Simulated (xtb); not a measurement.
**One shape, several levels: C3H6FN (SMILES N[C@@H]1C[C@H]1F)**

Wanted: a comparison of 3 runs (GFN2-xTB, GFN0-xTB, GFN1-xTB) of C3H6FN. 

Program for the calculation: xtb 6.7.1.

1 further run of the same task is left out (it didn't finish).

## 1. The system as given

C3H6FN has 11 atoms, charge 0, and is taken as a singlet. SMILES: `N[C@@H]1C[C@H]1F`. Geometry: relaxed at GFN2-xTB. This is one conformer, not always the lowest.

Bond lengths: N1–C2 1.433 Å, C2–C3 1.507 Å, C2–C4 1.496 Å, C3–C4 1.493 Å, C4–F5 1.365 Å, N1–H6 1.014 Å, N1–H7 1.014 Å, C2–H8 1.092 Å, C3–H9 1.078 Å, C3–H10 1.078 Å, C4–H11 1.081 Å. Some angles: N1–C2–C3 117.5°, N1–C2–C4 116.8°, C3–C2–C4 59.6°, C2–C3–C4 59.8°, C2–C4–C3 60.5°, C2–C4–F5 118.1°, C3–C4–F5 118.3°, N1–C2–H8 118.2°, C3–C2–H8 115.9°, C4–C2–H8 115.6°.

## 2. Energy and forces at GFN2-xTB (run 1)

start.xyz

```xyz
11

N     -1.35921000     0.77487000    -0.06817000
C     -0.38941000    -0.26983000    -0.21439000
C      0.63105000    -0.42921000     0.88327000
C      1.02963000     0.15179000    -0.43324000
F      1.80355000    -0.60389000    -1.26566000
H     -1.69671000     1.08826000    -0.97173000
H     -2.15389000     0.45594000     0.47535000
H     -0.69189000    -1.18816000    -0.72178000
H      0.57589000     0.24618000     1.72121000
H      0.96970000    -1.42566000     1.11787000
H      1.28128000     1.19970000    -0.52273000
```

Started as:

```
$ xtb --gfn 2 --json --grad -- start.xyz > start.out 2> xtb.err
```

The program printed:

```text
* xtb version 6.7.1
[...]
          :  # basis functions                  26          :
[...]
          :  # electrons                        30          :
[...]
          :  Hamiltonian                  GFN2-xTB          :
[...]
          :  net charge                          0          :
          :  unpaired electrons                  0          :
[...]
   *** convergence criteria satisfied after 10 iterations ***
[...]
         ::                     SUMMARY                     ::
         :::::::::::::::::::::::::::::::::::::::::::::::::::::
         :: total energy             -17.093838148093 Eh    ::
         :: gradient norm              0.000332699500 Eh/a0 ::
         :: HOMO-LUMO gap              8.622266165685 eV    ::
         ::.................................................::
         :: SCC energy               -17.272468520750 Eh    ::
         :: -> isotropic ES            0.024079621750 Eh    ::
         :: -> anisotropic ES          0.001689753361 Eh    ::
         :: -> anisotropic XC          0.005213599986 Eh    ::
         :: -> dispersion             -0.004819435474 Eh    ::
         :: repulsion energy           0.178630372657 Eh    ::
         :: add. restraining           0.000000000000 Eh    ::
         :: total charge               0.000000000000 e     ::
         :::::::::::::::::::::::::::::::::::::::::::::::::::::
[...]
        15        2.0000           -0.3847622             -10.4699 (HOMO)
        16                         -0.0678997              -1.8476 (LUMO)
[...]
     #   Z          covCN         q      C6AA      α(0)
     1   7 N        2.630    -0.340    28.752     7.964
     2   6 C        3.786     0.047    19.808     6.339
     3   6 C        3.807    -0.089    22.198     6.707
     4   6 C        3.664     0.135    18.631     6.191
     5   9 F        0.784    -0.249    11.758     4.050
     6   1 H        0.860     0.148     1.418     1.865
     7   1 H        0.860     0.149     1.411     1.861
     8   1 H        0.924     0.024     2.676     2.558
     9   1 H        0.926     0.061     2.187     2.313
    10   1 H        0.926     0.061     2.190     2.314
    11   1 H        0.925     0.055     2.257     2.349
[...]
     #   Z sym  total        # sym  WBO       # sym  WBO       # sym  WBO
 ---------------------------------------------------------------------------
     1   7 N    3.009 --     2 C    1.032     6 H    0.961     7 H    0.961
     2   6 C    3.935 --     1 N    1.032     8 H    0.959     3 C    0.956
                             4 C    0.955
     3   6 C    3.938 --    10 H    0.977     9 H    0.977     4 C    0.969
                             2 C    0.956
     4   6 C    3.852 --     3 C    0.969    11 H    0.963     2 C    0.955
                             5 F    0.935
     5   9 F    1.020 --     4 C    0.935
     6   1 H    0.978 --     1 N    0.961
     7   1 H    0.978 --     1 N    0.961
     8   1 H    0.999 --     2 C    0.959
     9   1 H    0.996 --     3 C    0.977
    10   1 H    0.996 --     3 C    0.977
[...]
molecular dipole:
                 x           y           z       tot (Debye)
 q only:       -0.652       0.242       0.464
   full:       -0.885       0.068       0.330       2.408
molecular quadrupole (traceless):
[...]
          | TOTAL ENERGY              -17.093838148093 Eh   |
          | GRADIENT NORM               0.000332699500 Eh/α |
          | HOMO-LUMO GAP               8.622266165685 eV   |
           -------------------------------------------------
[...]
```

Standard error:

```text
normal termination of xtb
```

Run time: 0.029 s. Hardware: 1 thread of AMD EPYC 9R45 (Zen 5), shared host.

## 3. Energy and gradient at GFN0-xTB (run 2)

coord

```
$coord
     -2.568534645853      1.464292082189     -0.128822629916  n
     -0.735878250191     -0.509904800208     -0.405138383859  c
      1.192511670945     -0.811089349951      1.669138394098  c
      1.945718709698      0.286841528457     -0.818704946233  c
      3.408215552069     -1.141186709400     -2.391750766894  f
     -3.206317212914      2.056513352385     -1.836303567083  h
     -4.070262202570      0.861601729262      0.898281313341  h
     -1.307482608367     -2.245296992235     -1.363966522232  h
      1.088274377911      0.465212777360      3.252615502967  h
      1.832467423050     -2.694106946834      2.112468142935  h
      2.421268288961      2.267104431714     -0.987816537126  h
$end
```

Started as:

```
$ xtb --grad --gfn 0 -- coord > xtb.out
```

The program printed, shortened:

```text
* xtb version 6.7.1
[...]
          :  # basis functions                  32          :
[...]
          :  # electrons                        30          :
[...]
 Zeroth order Hamiltonian       ...        0 min,  0.000 sec ( 14.273%)
[...]
         ::                     SUMMARY                     ::
         :::::::::::::::::::::::::::::::::::::::::::::::::::::
         :: total energy             -16.424117513876 Eh    ::
         :: gradient norm              0.028064203624 Eh/a0 ::
         :: HOMO-LUMO gap              6.575850165339 eV    ::
         ::.................................................::
         :: H0 energy                -16.490169516964 Eh    ::
         :: repulsion energy           0.191907479696 Eh    ::
         :: electrostat energy        -0.098258752247 Eh    ::
         :: -> Gsolv                   0.000000000000 Eh    ::
         ::    -> Gsasa                0.000000000000 Eh    ::
         ::    -> Gshift               0.000000000000 Eh    ::
         :: dispersion energy         -0.002341250099 Eh    ::
         :: short-range corr.         -0.025255474262 Eh    ::
         :: add. restraining           0.000000000000 Eh    ::
         :: total charge               0.000000000000 e     ::
         :::::::::::::::::::::::::::::::::::::::::::::::::::::
[...]
        15        2.0000           -0.4182877             -11.3822 (HOMO)
        16                         -0.1766297              -4.8063 (LUMO)
[...]
          | TOTAL ENERGY              -16.424117513876 Eh   |
          | GRADIENT NORM               0.028064203624 Eh/α |
          | HOMO-LUMO GAP               6.575850165339 eV   |
           -------------------------------------------------
[...]
```

Standard error:

```text
normal termination of xtb
```

It took 0.021 s on 1 thread of AMD EPYC 9R45 (Zen 5), shared host.

## 4. Energy and gradient at GFN1-xTB (run 3)

.CHRG

```
0
```

.UHF

```
0
```

mol.coord

```
$coord
     -2.568534645853      1.464292082189     -0.128822629916  n
     -0.735878250191     -0.509904800208     -0.405138383859  c
      1.192511670945     -0.811089349951      1.669138394098  c
      1.945718709698      0.286841528457     -0.818704946233  c
      3.408215552069     -1.141186709400     -2.391750766894  f
     -3.206317212914      2.056513352385     -1.836303567083  h
     -4.070262202570      0.861601729262      0.898281313341  h
     -1.307482608367     -2.245296992235     -1.363966522232  h
      1.088274377911      0.465212777360      3.252615502967  h
      1.832467423050     -2.694106946834      2.112468142935  h
      2.421268288961      2.267104431714     -0.987816537126  h
$end
```

Started as:

```
$ xtb --gfn 1 --grad --json --parallel 1 -- mol.coord | tee xtb.out
```

The program printed:

```text
* xtb version 6.7.1
[...]
          :  # basis functions                  32          :
[...]
          :  # electrons                        30          :
[...]
          :  Hamiltonian                  GFN1-xTB          :
[...]
          :  net charge                          0          :
          :  unpaired electrons                  0          :
[...]
   *** convergence criteria satisfied after 9 iterations ***
[...]
         ::                     SUMMARY                     ::
         :::::::::::::::::::::::::::::::::::::::::::::::::::::
         :: total energy             -17.896112394192 Eh    ::
         :: gradient norm              0.015212706214 Eh/a0 ::
         :: HOMO-LUMO gap              8.000249329989 eV    ::
         ::.................................................::
         :: SCC energy               -18.064552985944 Eh    ::
         :: -> electrostatic           0.037936489098 Eh    ::
         :: repulsion energy           0.171376535006 Eh    ::
         :: dispersion energy         -0.002935943255 Eh    ::
         :: halogen bond corr.         0.000000000000 Eh    ::
         :: add. restraining           0.000000000000 Eh    ::
         :: total charge               0.000000000000 e     ::
         :::::::::::::::::::::::::::::::::::::::::::::::::::::
[...]
        15        2.0000           -0.4154934             -11.3062 (HOMO)
        16                         -0.1214896              -3.3059 (LUMO)
[...]
     #   Z sym  total        # sym  WBO       # sym  WBO       # sym  WBO
 ---------------------------------------------------------------------------
     1   7 n    2.954 --     2 c    1.003     7 h    0.949     6 h    0.948
     2   6 c    3.931 --     1 n    1.003     8 h    0.967     4 c    0.962
                             3 c    0.957
     3   6 c    3.945 --     9 h    0.979    10 h    0.979     4 c    0.974
                             2 c    0.957
     4   6 c    3.836 --     3 c    0.974    11 h    0.968     2 c    0.962
                             5 f    0.906
     5   9 f    1.006 --     4 c    0.906
     6   1 h    0.970 --     1 n    0.948
     7   1 h    0.971 --     1 n    0.949
     8   1 h    1.002 --     2 c    0.967
     9   1 h    1.007 --     3 c    0.979
    10   1 h    1.003 --     3 c    0.979
[...]
          | TOTAL ENERGY              -17.896112394192 Eh   |
          | GRADIENT NORM               0.015212706214 Eh/α |
          | HOMO-LUMO GAP               8.000249329989 eV   |
           -------------------------------------------------
[...]
```

Standard error:

```text
normal termination of xtb
```

Wall time 0.025 s (1 thread of AMD EPYC 9R45 (Zen 5), shared host).

## 5. The series

```
run     level  energy (Eh)  dipole moment (D)  HOMO energy (eV)  LUMO energy (eV)  wall time
  1  GFN2-xTB   -17.093838               2.41            -10.47             -1.85    0.029 s
  2  GFN0-xTB   -16.424118               2.16            -11.38             -4.81    0.021 s
  3  GFN1-xTB   -17.896112               2.53            -11.31             -3.31    0.025 s
```

## 6. Results

| quantity | value |
| --- | --- |
| run 3: total energy | -17.89611 Eh |
| run 3: dipole moment | 2.53 D |
| run 3: HOMO energy | -11.31 eV |
| run 3: LUMO energy | -3.31 eV |
| run 3: HOMO–LUMO gap | 8.00 eV |
| run 3: dispersion energy | -7.71 kJ/mol |
| run 3: largest force on an atom | 0.485 eV/Å |

**Reading.** The dipole moment (its size) runs from 2.16 D (GFN0-xTB) to 2.53 D (GFN1-xTB). The HOMO–LUMO gap runs from 6.58 eV (GFN0-xTB) to 8.62 eV (GFN2-xTB). Force-field and semi-empirical energies have zeros of their own, so their totals don't compare. All runs together took 0.075 s, the longest 0.029 s.
